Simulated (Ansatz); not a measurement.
# BS (doublet): the correlation ladder at distance B1–S2 = 5.451 Å, 6-31G

How much of the correlation energy of BS (doublet) does each wave-function method recover here?

The runs use Ansatz 0.2.0, Gaussian basis; 6-31G, core rule «outside noble gas», up to 6 orbitals frozen.

The runs, in order: UHF; CCSD(T) on UHF; BCCD(T) on ROHF; CISD; CCSDT(Q) on ROHF; CCSDT(Q) on UHF; CISDTQ; CCSDTQ on UHF; CASSCF and MRCISD+Q, 3 electrons in 3 orbitals; CASSCF and NEVPT2, 3 electrons in 3 orbitals; CASSCF and MRCISD+Q, 9 electrons in 8 orbitals; CASSCF and NEVPT2, 9 electrons in 8 orbitals; Full CI.

25 further runs of the same task are left out: 2 for a known fault of the program, 14 that didn't finish, 9 set aside as unsound or not needed.

## 1. The system

The geometry derives from a PBE0/def2-TZVP stationary point (not a proven minimum). One bond is set to the value named and the two fragments are kept rigid.

2 atoms, charge 0, spin multiplicity 2.

Atoms are counted from 1 here; the program's logs count them from 0.

No contacts short enough for the rule that draws bonds.

## 2. UHF

in.yaml reads:

```yaml
crystal:
  periodic: [false, false, false]
  atoms:
    - {symbol: B, position_ang: [0.000000, 0.000000, 0.000000]}
    - {symbol: S, position_ang: [0.000000, 0.000000, 5.451000]}
basis:
  gaussian: {orbitals: 6-31G}
magnetization: {spin_polarized: true, initial_magnetization: 1}
hamiltonian: {xc: hf}
output: {orbitals: {seedname: orbitals}}
```

Command:

```sh
$ ansatz run in.yaml --threads 1 --pin off --events-out ev --progress --plain --max-ram 2393MiB
```

The runs that follow: CCSD(T) on UHF; BCCD(T) on ROHF; CISD; CCSDT(Q) on ROHF; CCSDT(Q) on UHF; CISDTQ; CCSDTQ on UHF; CASSCF and MRCISD+Q, 3 electrons in 3 orbitals; CASSCF and NEVPT2, 3 electrons in 3 orbitals; CASSCF and MRCISD+Q, 9 electrons in 8 orbitals; CASSCF and NEVPT2, 9 electrons in 8 orbitals; Full CI.

**Question.** What will the summary of the whole plan be? Wanted: FCI below the UHF energy; UMP2 from FCI; UCCSD(T) from FCI; UCCSDT(Q) from FCI; NEVPT2 pair from FCI; MRCISD+Q pair from FCI; NEVPT2 valence from FCI; effectively unpaired electrons.

As calculated:

| quantity | value |
| --- | --- |
| FCI below the UHF energy | -1.7868 eV |
| UMP2 from FCI | +65.8 kJ/mol |
| UCCSD(T) from FCI | +0.8 kJ/mol |
| UCCSDT(Q) from FCI | +0.2 kJ/mol |
| NEVPT2 pair from FCI | +67.0 kJ/mol |
| MRCISD+Q pair from FCI | -4.3 kJ/mol |
| NEVPT2 valence from FCI | +31.9 kJ/mol |
| levels within 1 kcal/mol (43 meV) | UCCSD, UCCSD(T), BCCD(T), UCCSDT, UCCSDT(Q), MRCISD valence, MRCISD+Q valence |
| effectively unpaired electrons | 3.34 |

**Reading.** UCCSD(T) lands +0.8 kJ/mol from the yardstick (0.5 % of the correlation energy). MRCISD+Q pair falls below full CI: the +Q correction isn't variational, and the cores differ from full CI's. With 3.3 effectively unpaired electrons against 1 the state is strongly multireference. Coupled cluster on one determinant still stays close here. Of the multireference levels listed MRCISD+Q valence comes nearest in total energy (+0.2 kJ/mol), which doesn't show that its space is the better one. These misses are within one basis, not against nature; the frozen cores of restricted and unrestricted runs differ, which can shift their rows.
